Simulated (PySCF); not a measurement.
C2H3Cl, SMILES C=CCl, point group Cs.

Force field and properties: PBE0/pcSseg-1 (PySCF, grid level 2). Vibrational terms come from second-order perturbation theory with semi-diagonal cubic constants, by steps of ±0.6 along the normal coordinates of each isotopologue. The parent has the commonest isotopes.

Equilibrium geometry (Å):

```csv
atom,x,y,z
C1,-0.7100,-0.2021,0.0026
C2,0.5103,0.3021,-0.0576
Cl3,1.9474,-0.6389,0.1779
H4,-1.5638,0.4522,-0.1563
H5,-0.8945,-1.2536,0.2064
H6,0.7231,1.3483,-0.2593
```

Species: ¹³C at 1, ²H at 6. Output of the displacement run:

```
mode    cm-1    km/mol   phi_rrr   E(+)/cm-1  E(-)/cm-1
  1    397.68     0.26     -31.3      70.84      73.25
  2    612.57    17.38      -0.1     111.46     111.58
  3    724.14    39.70    -180.8     124.25     137.15
  4    833.87     6.88      -0.1     151.08     151.15
  5    875.36     0.53      -1.0     158.23     158.29
  6    919.28    58.07      -0.6     167.97     167.98
  7   1110.02    29.40     -48.6     198.31     201.91
  8   1389.01     7.35      51.1     252.12     248.41
  9   1638.86    63.64    -357.5     282.59     308.30
 10   2389.32     1.98   -1192.6     390.08     475.74
 11   3165.57     0.27   -1305.7     525.34     619.22
 12   3254.25     0.04    -118.3     584.38     592.83
```

For the shielding of C1 (σe = 61.02 ppm):

```tsv
mode	ω (cm⁻¹)	Σr φrrs (cm⁻¹)	∂σ/∂q	∂²σ/∂q²
1	398	-65	1.382	-1.268
2	613	-2	-0.003	-3.178
3	724	-362	-1.962	-0.073
4	834	-2	0.014	-1.714
5	875	34	-2.714	-0.319
6	919	-2	-0.009	-0.100
7	1110	-233	1.151	-0.789
8	1389	-176	-2.198	-0.626
9	1639	-422	-10.233	-0.886
10	2389	-369	3.223	0.005
11	3166	-391	-4.346	-1.273
12	3254	-133	-0.391	-2.006
```

Problem. Work out the zero-point average of this shielding.

Solution. With ⟨qs⟩ = −Σr φrrs/(4ωs) and ⟨qs²⟩ = 1/2: the mean displacements are 0.041, 0.001, 0.125, 0.001, -0.010, 0.001, 0.052, 0.032, 0.064, 0.039, 0.031, 0.010. The anharmonic term Σ (∂σ/∂q)⟨q⟩ is -0.84 ppm, the harmonic term ¼ Σ ∂²σ/∂q² is -3.06 ppm, so ⟨σ⟩ = 57.12 ppm.
